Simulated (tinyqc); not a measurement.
Inside a calculation. Method: RKS/PBE0 in the sto-6g basis, for HF, spin multiplicity 1. One step of it, computed by the program tinyqc.

Problem. Iteration 2: DIIS coefficients. Solve [B -1; -1 0][c; lambda] = [0; -1] for the coefficients, which sum to one.

B (overlaps of the stored error matrices):
```
                1               2
1   1.9765173e-01  -2.1799802e-01
2  -2.1799802e-01   4.5909283e-01
```

Give: DIIS coefficients.

Solution.

DIIS coefficients: 0.6196  0.3804
